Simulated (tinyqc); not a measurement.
RHF in the sto-3g basis, for H2O, spin multiplicity 1, step by step. One step of it, computed by the program tinyqc.

Problem. Iteration 59 (converged): orbitals. Diagonalise F' = X^T F X, C = X C', fill 5 alpha and 5 beta electrons from the bottom; D = 2 C_occ C_occ^T. Each column has its largest component positive (the first on a tie).

converged F (hartree):
```
             1O 1s      1O 2s     1O 2px     1O 2py     1O 2pz      2H 1s      3H 1s
1O 1s   -20.245287  -5.161715   0.000000   0.000000  -0.024676  -0.794631  -0.794631
1O 2s    -5.161715  -2.397257   0.000000   0.000000  -0.059527  -0.758538  -0.758538
1O 2px    0.000000   0.000000  -0.380161   0.000000   0.000000   0.000000   0.000000
1O 2py    0.000000   0.000000   0.000000  -0.217822   0.000000  -0.364404   0.364404
1O 2pz   -0.024676  -0.059527   0.000000   0.000000  -0.258644  -0.289259  -0.289259
2H 1s    -0.794631  -0.758538   0.000000  -0.364404  -0.289259  -0.386101  -0.200062
3H 1s    -0.794631  -0.758538   0.000000   0.364404  -0.289259  -0.200062  -0.386101
```

X:
```
            1O 1s      1O 2s    1O 2px     1O 2py     1O 2pz      2H 1s      3H 1s
1O 1s    1.023538  -0.135849  0.000000   0.000000  -0.006277   0.018594   0.018594
1O 2s   -0.135849   1.145550  0.000000   0.000000   0.059219  -0.211939  -0.211939
1O 2px   0.000000   0.000000  1.000000   0.000000   0.000000   0.000000   0.000000
1O 2py   0.000000   0.000000  0.000000   1.074101   0.000000  -0.174025   0.174025
1O 2pz  -0.006277   0.059219  0.000000   0.000000   1.028367  -0.101909  -0.101909
2H 1s    0.018594  -0.211939  0.000000  -0.174025  -0.101909   1.115963  -0.048555
3H 1s    0.018594  -0.211939  0.000000   0.174025  -0.101909  -0.048555   1.115963
```

Give: F' = X^T F X; orbital energies; coefficients C; D after iteration 59.

Solution.

F' = X^T F X (hartree):
```
         1       2       3       4       5       6       7
1  -19.871  -2.684   0.000   0.000  -0.050  -0.081  -0.081
2   -2.684  -1.315   0.000   0.000   0.092  -0.389  -0.389
3    0.000   0.000  -0.380   0.000   0.000   0.000   0.000
4    0.000   0.000   0.000   0.010   0.000  -0.399   0.399
5   -0.050   0.092   0.000   0.000  -0.160  -0.272  -0.272
6   -0.081  -0.389   0.000  -0.399  -0.272  -0.024  -0.053
7   -0.081  -0.389   0.000   0.399  -0.272  -0.053  -0.024
```

orbital energies (hartree): MO1 -20.254, MO2 -1.192, MO3 -0.545, MO4 -0.411, MO5 -0.380, MO6 0.433, MO7 0.585

coefficients C:
```
           MO1     MO2     MO3     MO4    MO5     MO6     MO7
1O 1s    0.994  -0.241   0.000   0.087  0.000   0.111   0.000
1O 2s    0.024   0.896   0.000  -0.448  0.000  -0.648   0.000
1O 2px   0.000   0.000   0.000   0.000  1.000   0.000   0.000
1O 2py   0.000   0.000   0.594   0.000  0.000   0.000   0.928
1O 2pz   0.003   0.073   0.000   0.769  0.000  -0.697   0.000
2H 1s   -0.004   0.142   0.453   0.330  0.000   0.704  -0.709
3H 1s   -0.004   0.142  -0.453   0.330  0.000   0.704   0.709
```

D after iteration 59:
```
         1O 1s   1O 2s  1O 2px  1O 2py  1O 2pz   2H 1s   3H 1s
1O 1s    2.109  -0.462   0.000   0.000   0.105  -0.019  -0.019
1O 2s   -0.462   2.008   0.000   0.000  -0.557  -0.042  -0.042
1O 2px   0.000   0.000   2.000   0.000   0.000   0.000   0.000
1O 2py   0.000   0.000   0.000   0.705   0.000   0.538  -0.538
1O 2pz   0.105  -0.557   0.000   0.000   1.193   0.529   0.529
2H 1s   -0.019  -0.042   0.000   0.538   0.529   0.669  -0.152
3H 1s   -0.019  -0.042   0.000  -0.538   0.529  -0.152   0.669
```
